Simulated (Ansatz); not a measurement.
Two isomers of C3H5NS: A = `NC1=CSC1`, B = `C1=NCCS1`.

Computed with Ansatz on PBE0-D4/def2-TZVP structures; ΔE is electronic, products minus reactants. CCSD(T)/CBS is the MP2 limit (def2-TZVPP, def2-QZVPP) plus CCSD(T) − MP2 in def2-TZVPP, frozen cores. DFT in def2-TZVPP. B3LYP here is the variant with VWN-RPA as its local correlation; programs differ in this. Each species was taken in one conformer, which may not be the lowest.

(1) Which isomer does CCSD(T)/CBS put lower? Give the gap. (An estimate is asked.)

(2) Give E(B) − E(A) in kcal/mol with HF/def2-TZVPP, ωB97M-V, PBE-D4, r2SCAN-D4, CCSD(T)/def2-TZVPP, B2PLYP, B3LYP-D4. (Best estimate.)

Largest T1 diagnostic: 0.014.

Results:

(1) Computed: B, by 20.2 kcal/mol.

(2) Ansatz gave: HF/def2-TZVPP -21.0, ωB97M-V -19.4, PBE-D4 -19.5, r2SCAN-D4 -21.0, CCSD(T)/def2-TZVPP -21.4, B2PLYP -20.5, B3LYP-D4 -20.2. None reverses the order clearly.
